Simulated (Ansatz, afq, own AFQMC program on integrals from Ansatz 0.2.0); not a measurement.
Integrals from Ansatz 0.2.0, then the random walk in our own AFQMC program (afq).

```yaml
crystal:
  periodic: [false, false, false]
  atoms:
    - {symbol: H, position_ang: [0.000000, 0.000000, -1.275667]}
    - {symbol: H, position_ang: [0.000000, 0.000000, -0.204667]}
    - {symbol: Si, position_ang: [0.000000, 0.000000, 1.480333]}
basis:
  gaussian: {orbitals: cc-pVTZ}
magnetization: {spin_polarized: true, initial_magnetization: 2}
correlation: {method: ccsd_t, electrons: outside_noble_gas, hamiltonian_folder: ham}
```

```sh
$ ansatz run in.yaml --threads 1 --pin off --events-out ev --progress --plain --max-ram 16896MiB --backend cuda --devices 0, --max-vram 18GiB
```

afq runs on the folder ham with

```
--method phaseless --trial cisd --walkers 4000 --populations 20 --least-time 60 --time-step 0.005 --steps-per-block 50 --equilibration-blocks 28 --max-blocks 4000 --target-error 0.00015 --factor-cut 1e-05 --start spin_pure --seed 1972 --release-times 0.24,0.51,0.99,1.62,2.4 --release-step 0.03 --release-every 3 --taylor-order 6
```

Times are imaginary, in 1/Eh. The walk had a cap of 185 s. With eight or more populations the least sampling time is a fifth of least-time, and the error comes from their spread.

```
orbitals 57  electrons 4 2  factors 350 of 360
reference energy -289.92602733 Eh
CCSD correlation -0.12808648 Eh in 13 cycles, weight of the determinant in the CISD state 0.8573
energy of the start -290.049576 Eh
 block  time / (1/Eh)  mean weight  energy / Eh
     1     0.250  1.0000  -290.050988
     2     0.500  0.9999  -290.052569
     3     0.750  1.0000  -290.054099
     4     1.000  0.9998  -290.055309
     5     1.250  1.0002  -290.056174
    10     2.500  1.0001  -290.058747
    15     3.750  1.0000  -290.059813
    20     5.000  1.0000  -290.060478
    21     5.250  0.9999  -290.061791
    25     6.250  1.0001  -290.060271
    30     7.500  0.9999  -290.060230
    35     8.750  0.9999  -290.060585
    40    10.000  1.0000  -290.060307
    45    11.250  1.0000  -290.060316
    50    12.500  0.9998  -290.060404
    55    13.750  1.0001  -290.059348
    60    15.000  0.9998  -290.060070
    65    16.250  1.0001  -290.059853
    70    17.500  0.9999  -290.059876
    75    18.750  0.9997  -290.060470
    78    19.500  0.9999  -290.060082
error from the spread of 20 populations
released: time / (1/Eh)  energy / Eh  error  mean overlap
  0.24  -290.060207  0.000085  0.9997
  0.51  -290.060380  0.000086  0.9955
  0.99  -290.060501  0.000079  0.9920
  1.62  -290.060569  0.000061  0.9899
  2.40  -290.060617  0.000078  0.9893
energy -290.060092 +/- 0.000100 Eh
(rows thinned)
```

(1) Estimate how long the walk took on 1 × NVIDIA H100 80GB HBM3 with 2 threads of AMD EPYC 7R13 Processor (Zen 3) (shared host) (the card was shared).

The run passed its tests (sampling time, drift between the halves within three errors, error under three times the target), which doesn't prove that it has relaxed. The second half of the sampling lies above the first by 1.9 errors of their difference, so the energy may still be moving and its error bar be too small.

Against this walk (error 2.7 meV) on the same determinant: CCSD(T) 22.6 meV higher, CCSDT(Q) 16.8 meV lower. The error is statistical and leaves out the bias of the constraint. The determinant has ⟨S²⟩ = 2.21, so the low cluster orders mix in higher spin (the high orders can go on to a lower state of that spin), while the walk starts as a pure triplet. None of these is a sure reference here. The released energies are still falling (meV from the phaseless value at times in 1/Eh: -3.1 ± 2.3 at 0.24, -7.8 ± 2.3 at 0.51, -11.1 ± 2.1 at 0.99, -13.0 ± 1.6 at 1.62, -14.3 ± 2.1 at 2.40), so they give no level; they do show a bias of the constraint, and the last of them that isn't too noisy lies 3 meV above CCSDT(Q).

Cautions: constraint bias not in the error; lower spins were not checked; higher spins were not checked; the search met a lower determinant of the same kind, perhaps of another symmetry (83 meV lower); strong correlation (T1 0.058, weight of the determinant 0.86, largest double 0.13); unrestricted determinant spin contaminated (⟨S²⟩ 2.21 against 2.00).

## Answers

(1) 56 s of wall time.

CCSDT and higher add their correlation energy to the determinant of the CCSD(T) run, since their own runs factorise the integrals more tightly (a shift of under 2 meV). A walk keeps the symmetry of its determinant, which the program's search chose and which needn't be the lowest solution, so a lower state of the same spin and another symmetry isn't excluded.
